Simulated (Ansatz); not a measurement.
The reference is Rh in the fcc (Cu type) structure (space group Fm-3m, No. 225).

```cif
data_Rh4
_chemical_formula_sum 'Rh4'
_space_group_name_H-M_alt 'Fm-3m'
_space_group_IT_number 225
_space_group_name_Hall '-F 4 2 3'
_cell_length_a 3.83017
_cell_length_b 3.83017
_cell_length_c 3.83017
_cell_angle_alpha 90.000
_cell_angle_beta 90.000
_cell_angle_gamma 90.000
loop_
_atom_site_label
_atom_site_type_symbol
_atom_site_symmetry_multiplicity
_atom_site_Wyckoff_symbol
_atom_site_fract_x
_atom_site_fract_y
_atom_site_fract_z
_atom_site_occupancy
Rh1 Rh 4 a 0.00000 0.00000 0.00000 1
```
(The calculation used a cell of 1 atom; values per cell refer to that cell.)

Levels (all Ansatz, an electronic-structure program, PAW, earlier PAW set): PBE (420 eV, no SOC); PBEsol (420 eV, no SOC).

Levels that relaxed their own cell: PBE and PBEsol.

```
level   lattice parameter a
------  -------------------
PBE                 3.830 Å
PBEsol              3.780 Å
```

Measured: lattice parameter a 3.794 Å (static lattice; corrected from measurement; as listed in Daniel Mejia-Rodriguez, S. B. Trickey, Phys. Rev. B (2018)).

Computed minus measured — lattice parameter a: PBE +1.0 %, PBEsol -0.4 % (closest: PBEsol).

Whether these cells are dynamically stable was not tested. All final runs are without spin polarisation.
